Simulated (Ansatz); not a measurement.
## Counterpoise correction, worked out

The pair of H3O⁺ (SMILES [OH3+], atoms 1–4) and Cl2 (SMILES ClCl, atoms 5–6), both closed shells, in one local arrangement (a lower one may exist), relaxed at PBE0-D4/def2-TZVP:

```
6
angstrom
O 0.2398 -0.1186 -1.0216
H -0.1378 0.1879 -0.1025
H 0.8074 0.5445 -1.4524
H -0.4387 -0.4638 -1.6282
Cl -0.7334 0.6260 1.6072
Cl 0.2627 -0.7762 2.5975
```

Program: Ansatz 0.2.0. Basis: def2-TZVPPD. Cores are frozen in the correlated methods.

CCSD(T) total energies in eV:

| system | geometry | basis functions | energy |
| --- | --- | --- | --- |
| pair | pair | all | -27103.98433 |
| H3O⁺ | as in the pair | all (partner as ghosts) | -2084.71229 |
| Cl2 | as in the pair | all (partner as ghosts) | -25018.68968 |
| H3O⁺ | as in the pair | its own | -2084.70507 |
| Cl2 | as in the pair | its own | -25018.64054 |
| H3O⁺ | free (PBE0-D4 minimum) | its own | -2084.79101 |
| Cl2 | free (PBE0-D4 minimum) | its own | -25018.63949 |

Question: Work out the interaction energy with and without the counterpoise correction, the superposition error, and the binding energy from the relaxed fragments.

Answer: Without correction: -27103.98433 − (-2084.70507) − (-25018.64054) = -0.63872 eV.
With correction (each fragment in the whole basis): -27103.98433 − (-2084.71229) − (-25018.68968) = -0.58236 eV = -13.43 kcal/mol.
The superposition error is the difference, 0.05636 eV, 9 % of the uncorrected value: each fragment borrows its partner's functions.
Deformation from the free shapes: 0.08594 eV for H3O⁺ and -0.00105 eV for Cl2 (a small negative value is possible, since the free shapes are minima of another method).
Binding energy from relaxed fragments: -0.58236 + 0.08594 + (-0.00105) = -0.49747 eV = -11.47 kcal/mol (electronic, without zero-point energy; negative means bound). For comparison, the corrected interaction energy by CCSD(T) at an estimated basis limit (MP2 extrapolated from triple and quadruple zeta, plus CCSD(T) − MP2 in triple zeta) is -0.621 eV; triple zeta with the correction binds less.

The T1 diagnostic stays at or below 0.009.

For scale, one of the runs: CCSD(T)/def2-TZVPPD, 193 basis functions, launched by `ansatz run in.yaml --threads 2 --pin off --events-out ev --progress --plain --max-ram 5222MiB`. Time: 51 s of wall clock on 2 CPU threads of an Arm Neoverse V1; the host was shared. Peak host memory: 2 GiB.
